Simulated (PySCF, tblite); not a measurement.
**Complex of chloride and 2 × hydrogen fluoride**

A gas-phase complex of chloride and 2 × hydrogen fluoride; charge -1, singlet. The structure comes from a short search (6 tight-binding starts) and was relaxed by PBE0-D3(BJ)/def2-SVPD; another way of binding may lie lower. Frequencies by PBE0-D3(BJ)/def2-SVPD show no clear imaginary mode.

Parts: 1 = chloride ([Cl-]), atoms 1, charge -1; 2 = hydrogen fluoride (F), atoms 2–3; 3 = hydrogen fluoride (F), atoms 4–5.

```tsv
atom	part	x (Å)	y (Å)	z (Å)
Cl1	1	0.307	-0.594	-0.352
F2	2	2.656	-1.649	0.993
H3	2	1.870	-1.316	0.543
F4	3	-1.658	-2.662	-0.867
H5	3	-0.991	-1.987	-0.686
```

```csv
contact,kind (by geometry),distance (Å),angle (°)
H5···Cl1,hydrogen bond,1.933,178
H3···Cl1,hydrogen bond,1.941,178
```

Interaction energies are complex less parts, with the parts frozen as they stand in it; counterpoise-corrected, in kcal/mol (PySCF).

Task: Give the interaction energy at each level run.

Result: 
```
                  level  interaction  superposition error removed
wB97M-D3(BJ)/def2-TZVPD       -44.89                        -0.18
 PBE0-D3(BJ)/def2-TZVPD       -47.97                        -0.19
     RI-MP2/aug-cc-pVTZ       -44.69                        -1.97
```

Task: What holds them together? Decompose the wB97M-D3(BJ)/def2-TZVPD energy: frozen parts, their antisymmetrised product, then relaxation.

Result: electrostatic -54.7, Pauli repulsion +38.1, orbital relaxation -27.2, dispersion correction -1.2 kcal/mol, which sum to the value before the counterpoise correction; the Pauli term holds the exchange-correlation of the frozen density too. Of the attraction, 66 % is electrostatic, 33 % is orbital relaxation, 1 % is dispersion correction.

Task: Are the pair energies additive?

Result: The pairs sum to -47.00 kcal/mol (1–2 -24.3, 1–3 -24.4, 2–3 1.7); the rest of +2.11 is a many-body weakening.

The parts were also relaxed and run alone, at the levels used for the complex: shieldings by PBE0/aug-pcSseg-2.

Task: How do these values change when the complex forms?

Result: 
| property | alone | in the complex | change |
| --- | --- | --- | --- |
| F4–H5 bond (Å) | 0.920 | 0.966 | +0.046 |
| shielding of H5 (ppm) | 29.21 | 21.62 | -7.59 |
| shielding of Cl1 (ppm) | 1149.3 | 1050.5 | -98.8 |
| shielding of H3 (ppm) | 29.21 | 21.72 | -7.49 |
| shielding of F4 (ppm) | 411.2 | 364.8 | -46.4 |

Density functionals tend to overstate the lengthening and the red shift of so strongly bound an X–H bond.

Task: What are the binding energy from relaxed parts (wB97M-D3(BJ)/def2-TZVPD), and ΔH and ΔG of association at 298.15 K and 1 atm?

Result: -42.70 kcal/mol, -39.96 with zero-point energy; ΔH -41.9 and ΔG -27.8 kcal/mol, from harmonic vibrations by PBE0-D3(BJ)/def2-SVPD with low modes damped.
